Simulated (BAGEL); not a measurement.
# C4H10O (2-methoxypropane): levels of theory compared

We compute a comparison of 4 runs (HF/STO-3G, HF/3-21G, HF/6-31G*, HF/def2-SVP) of C4H10O (2-methoxypropane). 

Program for the calculation: BAGEL 1.2.2.

2 further runs of the same task are left out: 2 set aside as unsound or not needed. Runs told in other sessions of the task aren't counted.

## (1) Starting point

C4H10O has 15 atoms, charge 0, and is taken as a singlet. SMILES: `COC(C)C`. The C3–C4 distance was set to 2.279 Å, away from the relaxed value. At this shape a bond of the SMILES string is far longer than usual.

Bond lengths: C1–O2 1.399 Å, O2–C3 1.415 Å, C3–C5 1.512 Å, C1–H6 1.097 Å, C1–H7 1.100 Å, C1–H8 1.091 Å, C3–H9 1.103 Å, C4–H10 1.092 Å, C4–H11 1.093 Å, C4–H12 1.092 Å, C5–H13 1.092 Å, C5–H14 1.093 Å, C5–H15 1.091 Å. Some angles: C1–O2–C3 114.5°, O2–C3–C5 106.5°, O2–C1–H6 112.7°, O2–C1–H7 111.4°, O2–C1–H8 107.3°, O2–C3–H9 108.3°, C5–C3–H9 109.1°, C3–C5–H13 110.7°, C3–C5–H14 110.1°, C3–C5–H15 110.5°. A long bond or contact: C3–C4 2.279 Å.

## (2) The energy at HF/STO-3G (density fitting with cc-pvqz-jkfit) (run 1)

Contents of calc.json:

```json
{ "bagel": [

{
  "title": "molecule",
  "basis": "sto-3g",
  "df_basis": "cc-pvqz-jkfit",
  "angstrom": true,
  "geometry": [
    { "atom": "C", "xyz": [      -2.139811,       0.105470,       0.964497 ] },
    { "atom": "O", "xyz": [      -1.664361,       0.091450,      -0.351253 ] },
    { "atom": "C", "xyz": [      -0.416351,       0.734620,      -0.530073 ] },
    { "atom": "C", "xyz": [       1.302020,      -0.463180,       0.367370 ] },
    { "atom": "C", "xyz": [      -0.245291,       0.935760,      -2.018853 ] },
    { "atom": "H", "xyz": [      -1.537421,      -0.515930,       1.639317 ] },
    { "atom": "H", "xyz": [      -2.169581,       1.127250,       1.369937 ] },
    { "atom": "H", "xyz": [      -3.154921,      -0.292870,       0.946407 ] },
    { "atom": "H", "xyz": [      -0.459631,       1.719620,      -0.035613 ] },
    { "atom": "H", "xyz": [       2.251820,       0.047030,       0.191350 ] },
    { "atom": "H", "xyz": [       1.350530,      -1.452500,      -0.094880 ] },
    { "atom": "H", "xyz": [       1.192430,      -0.591290,       1.445880 ] },
    { "atom": "H", "xyz": [       0.685359,       1.465390,      -2.232583 ] },
    { "atom": "H", "xyz": [      -0.217451,      -0.031200,      -2.527213 ] },
    { "atom": "H", "xyz": [      -1.077921,       1.512240,      -2.424863 ] }
  ]
},

{ "title": "hf" },

{ "title": "print", "file": "orbitals.molden", "orbitals": true }

]}
```

Launch:

```console
$ BAGEL_NUM_THREADS=1 BAGEL calc.json > calc.out
```

What it wrote:

```text
* using 1 threads per process

  ===============================================================
  ===============================================================

  *** Geometry ***

  { "atom" : "C", "xyz" : [     -4.043657,      0.199309,      1.822635 ] },
  { "atom" : "O", "xyz" : [     -3.145186,      0.172815,     -0.663772 ] },
  { "atom" : "C", "xyz" : [     -0.786789,      1.388231,     -1.001693 ] },
[... 11 lines of this table left out ...]
  { "atom" : "H", "xyz" : [     -2.036975,      2.857719,     -4.582327 ] },

  Number of auxiliary basis functions:     1040

  Since a DF basis is specified, we compute 2- and 3-index integrals:
    o Being stored without compression. Storage requirement is 0.010 GB

  Number of basis functions:       35
  Number of electrons      :       42

    * METHOD: MOLECULE                             1.41

  *** RHF ***

  === Nuclear Repulsion ===
   183.7327002604

      * DIIS with orbital gradients will be used.

  === RHF iteration (sto-3g) ===
      0       -229.06971183          0.01319431           0.09
      1       -229.13073729          0.00519240           0.09
      2       -229.13934601          0.00132048           0.09
[... 8 lines of this table left out ...]
     11       -229.14035705          0.00000001           0.09
    * SCF iteration converged.

    * Permanent dipole moment:
           (   -0.015922,    -0.294046,    -0.248169) a.u.

    * METHOD: HF                                   1.30

    * METHOD: PRINT                                0.00

  ===============================================================
```

It took 2.9 s on 1 thread of Arm Neoverse V2, shared host; peak memory 0.1 GiB.

## (3) A single-point energy at HF/3-21G (density fitting with cc-pvqz-jkfit) (run 2)

calc.json, as its differences from that of step 2:

```diff
@@ -4,3 +4,3 @@
   "title": "molecule",
-  "basis": "sto-3g",
+  "basis": "3-21g",
   "df_basis": "cc-pvqz-jkfit",
@@ -26,5 +26,11 @@
 
-{ "title": "hf" },
+{
+  "title": "hf"
+},
 
-{ "title": "print", "file": "orbitals.molden", "orbitals": true }
+{
+  "title": "print",
+  "file": "orbitals.molden",
+  "orbitals": true
+}
```

Launch:

```console
$ BAGEL_NUM_THREADS=1 BAGEL calc.json > calc.out
```

What it wrote:

```text
* using 1 threads per process

  ===============================================================
  ===============================================================

  *** Geometry ***

  { "atom" : "C", "xyz" : [     -4.043657,      0.199309,      1.822635 ] },
  { "atom" : "O", "xyz" : [     -3.145186,      0.172815,     -0.663772 ] },
  { "atom" : "C", "xyz" : [     -0.786789,      1.388231,     -1.001693 ] },
[... 11 lines of this table left out ...]
  { "atom" : "H", "xyz" : [     -2.036975,      2.857719,     -4.582327 ] },

  Number of auxiliary basis functions:     1040

  Since a DF basis is specified, we compute 2- and 3-index integrals:
    o Being stored without compression. Storage requirement is 0.035 GB

  Number of basis functions:       65
  Number of electrons      :       42

    * METHOD: MOLECULE                             1.43

  *** RHF ***

  === Nuclear Repulsion ===
   183.7327002604

      * DIIS with orbital gradients will be used.

  === RHF iteration (3-21g) ===
      0       -230.63717821          0.01788448           0.18
      1       -230.73126143          0.00822714           0.18
      2       -230.75069398          0.00202685           0.18
[... 10 lines of this table left out ...]
     13       -230.75252386          0.00000001           0.18
    * SCF iteration converged.

    * Permanent dipole moment:
           (   -0.091584,    -0.353309,    -0.394727) a.u.

    * METHOD: HF                                   2.84

    * METHOD: PRINT                                0.01

  ===============================================================
```

Run time: 4.5 s. Hardware: 1 thread of Arm Neoverse V2, shared host; peak memory 0.17 GiB.

Run 3 isn't shown in full; the table further down has it.

## (4) A single-point energy at HF/def2-SVP (density fitting with cc-pvqz-jkfit) (run 4)

Contents of input.json:

```json
{ "bagel" : [

{
  "title" : "molecule",
  "basis" : "svp",
  "df_basis" : "cc-pvqz-jkfit",
  "angstrom" : "true",
  "geometry" : [
    { "atom" : "C", "xyz" : [   -2.139811,    0.105470,    0.964497 ] },
    { "atom" : "O", "xyz" : [   -1.664361,    0.091450,   -0.351253 ] },
    { "atom" : "C", "xyz" : [   -0.416351,    0.734620,   -0.530073 ] },
    { "atom" : "C", "xyz" : [    1.302020,   -0.463180,    0.367370 ] },
    { "atom" : "C", "xyz" : [   -0.245291,    0.935760,   -2.018853 ] },
    { "atom" : "H", "xyz" : [   -1.537421,   -0.515930,    1.639317 ] },
    { "atom" : "H", "xyz" : [   -2.169581,    1.127250,    1.369937 ] },
    { "atom" : "H", "xyz" : [   -3.154921,   -0.292870,    0.946407 ] },
    { "atom" : "H", "xyz" : [   -0.459631,    1.719620,   -0.035613 ] },
    { "atom" : "H", "xyz" : [    2.251820,    0.047030,    0.191350 ] },
    { "atom" : "H", "xyz" : [    1.350530,   -1.452500,   -0.094880 ] },
    { "atom" : "H", "xyz" : [    1.192430,   -0.591290,    1.445880 ] },
    { "atom" : "H", "xyz" : [    0.685359,    1.465390,   -2.232583 ] },
    { "atom" : "H", "xyz" : [   -0.217451,   -0.031200,   -2.527213 ] },
    { "atom" : "H", "xyz" : [   -1.077921,    1.512240,   -2.424863 ] }
  ]
},
{
  "title" : "hf"
},
{
  "title" : "print",
  "file" : "orbitals.molden",
  "orbitals" : "true"
}

]}
```

Launch:

```console
$ BAGEL_NUM_THREADS=1 BAGEL input.json > input.out
```

What it wrote:

```text
* using 1 threads per process

  ===============================================================
  ===============================================================

  *** Geometry ***

  { "atom" : "C", "xyz" : [     -4.043657,      0.199309,      1.822635 ] },
  { "atom" : "O", "xyz" : [     -3.145186,      0.172815,     -0.663772 ] },
  { "atom" : "C", "xyz" : [     -0.786789,      1.388231,     -1.001693 ] },
[... 11 lines of this table left out ...]
  { "atom" : "H", "xyz" : [     -2.036975,      2.857719,     -4.582327 ] },

  Number of auxiliary basis functions:     1040

  Since a DF basis is specified, we compute 2- and 3-index integrals:
    o Being stored without compression. Storage requirement is 0.120 GB

  Number of basis functions:      120
  Number of electrons      :       42

    * METHOD: MOLECULE                             1.53

  *** RHF ***

  === Nuclear Repulsion ===
   183.7327002604

      * DIIS with orbital gradients will be used.

  === RHF iteration (svp) ===
      0       -231.66360229          0.01278467           0.35
      1       -231.82554838          0.00631728           0.34
      2       -231.86042313          0.00155143           0.35
[... 11 lines of this table left out ...]
     14       -231.86371738          0.00000000           0.35
    * SCF iteration converged.

    * Permanent dipole moment:
           (   -0.048146,    -0.343289,    -0.318970) a.u.

    * METHOD: HF                                   5.85

    * METHOD: PRINT                                0.02

  ===============================================================
```

Run time: 7.8 s. Hardware: 1 thread of Arm Neoverse V2, shared host; peak memory 0.33 GiB.

## (5) The series

| run | level | energy (Eh) | dipole moment (D) | HOMO energy (eV) | LUMO energy (eV) | wall time |
| --- | --- | --- | --- | --- | --- | --- |
| 1 | HF/STO-3G (density fitting with cc-pvqz-jkfit) | -229.140357 | 0.98 | -6.96 | 6.66 | 2.9 s |
| 2 | HF/3-21G (density fitting with cc-pvqz-jkfit) | -230.752524 | 1.37 | -8.95 | 4.37 | 4.5 s |
| 3 | HF/6-31G* (density fitting with cc-pvqz-jkfit, spherical functions) | -232.028836 | 1.16 | -9.05 | 4.22 | 6.3 s |
| 4 | HF/def2-SVP (density fitting with cc-pvqz-jkfit) | -231.863717 | 1.20 | -9.19 | 3.90 | 7.8 s |

## (6) Summary of results

| quantity | value |
| --- | --- |
| run 4: total energy | -231.86372 Eh |
| run 4: dipole moment | 1.20 D |
| run 4: HOMO energy | -9.19 eV |
| run 4: LUMO energy | 3.90 eV |
| run 4: HOMO–LUMO gap | 13.09 eV |

The dipole moment (its size) runs from 0.98 D (HF/STO-3G) to 1.37 D (HF/3-21G). The HOMO–LUMO gap runs from 13.09 eV (HF/def2-SVP) to 13.62 eV (HF/STO-3G). In run 1 the basis is minimal, so the values are rough. In all runs a closed-shell determinant meets a far-stretched bond; if it breaks into open shells, such a determinant describes it badly, and no broken-symmetry solution was shown. All runs together took 22 s, the longest 7.8 s.
